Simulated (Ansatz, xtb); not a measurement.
## Two isomers of C3H7FO

Structure a is `CC(C)(O)F`, a singlet and structure b is `CC[C@@H](O)F`, a singlet. Both are isolated molecules in the gas phase, relaxed with r2SCAN-D4/def2-SVP; the shapes shown needn't be the lowest conformers.

a (Å):

```xyz
12

C    -1.0729    0.5252   -1.0382
C    -0.8918   -0.0266    0.3576
C    -2.1828   -0.4045    1.0627
F    -0.1456   -1.2138    0.2467
O    -0.1478    0.8919    1.0798
H    -1.6582    1.4552   -1.0096
H    -0.0823    0.7422   -1.4618
H    -1.5845   -0.2101   -1.6739
H    -1.9504   -0.8441    2.0462
H    -2.7403   -1.1532    0.4818
H    -2.8149    0.4835    1.2085
H    -0.0704    0.5602    1.9859
```

b (Å):

```
atom    x (Å)    y (Å)    z (Å)
   C  -2.2725  -1.0319  -0.8105
   C  -1.1394  -2.0303  -0.6261
   C  -0.0108  -1.4905   0.2188
   F   0.4730  -0.3176  -0.3666
   O   0.9954  -2.4275   0.2789
   H  -2.7258  -0.7537   0.1555
   H  -1.9030  -0.1107  -1.2850
   H  -3.0688  -1.4493  -1.4443
   H  -0.6978  -2.3174  -1.5957
   H  -1.4953  -2.9597  -0.1509
   H  -0.3605  -1.1842   1.2285
   H   1.6797  -2.0979   0.8772
```

Energies in hartree; the thermal terms are from r2SCAN-D4/def2-SVP harmonic frequencies (ideal gas, rigid rotor, one conformer each, 298.15 K, 1 atm) and include the zero-point energy:

|  | a | b |
| --- | --- | --- |
| E, CCSD(T)/def2-SVP | −292.636864 | −292.628387 |
| E, MP2/def2-SVP | −292.569287 | −292.560698 |
| E, MP2/def2-TZVPP | −293.130326 | −293.121849 |
| zero-point energy | 0.099799 | 0.101108 |
| H(298 K) − E | 0.106668 | 0.107940 |
| G(298 K) − E | 0.071366 | 0.072139 |

Correct the CCSD(T) difference for the basis set by the MP2 change, then work out ΔE, ΔE₀, ΔH and ΔG for a → b in kJ/mol (1 Eh = 2625.50 kJ/mol) and the equilibrium ratio [b]/[a].

1. Differences b − a: CCSD(T) +0.008477, MP2 in the small set +0.008589, MP2 in the large set +0.008477 Eh.
2. ΔE = +0.008477 + (+0.008477 − (+0.008589)) = +0.008365 Eh = +21.96 kJ/mol.
3. ΔE₀ = ΔE + ΔZPE = +0.008365 + (+0.001309) Eh = +25.40 kJ/mol.
4. ΔH = ΔE + (+0.001272) Eh = +25.30 kJ/mol.
5. ΔG = ΔE + (+0.000773) Eh = +23.99 kJ/mol, so ΔS = (ΔH − ΔG)/T = +4.4 J/(mol K).
6. kT = 0.9442 mEh, so K = [b]/[a] = exp(−ΔG/kT) = exp(−9.68) ≈ 6.3 × 10^−5.

Structure a is favoured at this temperature. An error of 4 kJ/mol in ΔG would change K by a factor of 5. Mirror images and further conformers aren't counted.

As drawn, both hold the same kinds of bond in the same numbers. Structure a has 2 methyl groups, b 1.

Other levels gave ΔE = +19.0 (GFN2-xTB); +16.4 (HF/STO-3G, GFN2-xTB geometries); +24.5 (r2SCAN-D4/def2-SVP//GFN2-xTB); +23.6 (r2SCAN-D4/def2-SVP); +18.0 (HF/def2-SVP); +22.5 (MP2/def2-SVP); +22.3 (CCSD(T)/def2-SVP) kJ/mol. The correlated steps freeze 5 core orbitals. Programs: Ansatz 0.2.0, xtb 6.7.1.
